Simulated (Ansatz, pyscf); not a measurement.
:HC–CH=CH₂ [singlet] → cyclic C₃H₄ (SMILES C1=CC1), a ring closure on the singlet surface: none broken, C–C formed. PySCF, gas phase, ωB97X-D3(BJ)/def2-SVP geometries. Wave-function energies: Ansatz (a program for electronic structure), frozen core, RHF or UHF references. In kJ/mol, from the reactant's lowest minimum found.

```
level                   barrier  reaction energy
----------------------  -------  ---------------
PBE0-D3(BJ)/def2-TZVP     -3.66          -182.71
ωB97X-D3(BJ)/def2-TZVP     1.55          -173.27
CCSD(T)/cc-pV(D+d)Z        5.68          -154.66
CCSDT(Q)/cc-pV(D+d)Z          ?                ?
CCSD(T)/cc-pV(T+d)Z        2.81          -162.97
CCSD(T)/cc-pV(Q+d)Z           ?          -164.84
```

### Question
What belongs in the gaps?

### Answer

- CCSDT(Q)/cc-pV(D+d)Z, barrier: 5.84
- CCSDT(Q)/cc-pV(D+d)Z, reaction energy: -152.05
- CCSD(T)/cc-pV(Q+d)Z, barrier: 2.20

In cc-pV(D+d)Z, going from CCSD(T) to CCSDT(Q) shifts the barrier by +0.16 and the reaction energy by +2.61 kJ/mol. With HF in the quadruple-zeta basis and the correlation energy extrapolated as X⁻³ from X = 3, 4, CCSD(T) gives 1.75 and -166.41; adding the double-zeta shift gives ΔE‡ = 1.90 and ΔE = -163.79 kJ/mol, without core correlation, relativity or geometry relaxation at these levels. At PBE0-D3(BJ) this geometry lies under the reactant; that is no barrier but a single point on another level's saddle; such a level's own saddle, if it has one, lies nearer that side and is low. :HC–CH=CH₂ [singlet] is an excited spin state, 36.74 kJ/mol over the triplet at ωB97X-D3(BJ)/def2-TZVP. :HC–CH=CH₂ [singlet] lies 258.97 kJ/mol over its isomer H₂C=C=CH₂ (electronic energy, ωB97M-D3(BJ)/def2-TZVP). cyclic C₃H₄ (SMILES C1=CC1) lies 93.44 kJ/mol over its isomer H₂C=C=CH₂ (electronic energy, ωB97M-D3(BJ)/def2-TZVP). One saddle was located; it need not be the lowest between these sides. A restricted singlet here is unstable towards spin polarisation, as is usual where a triplet lies low; its energy is less safe.
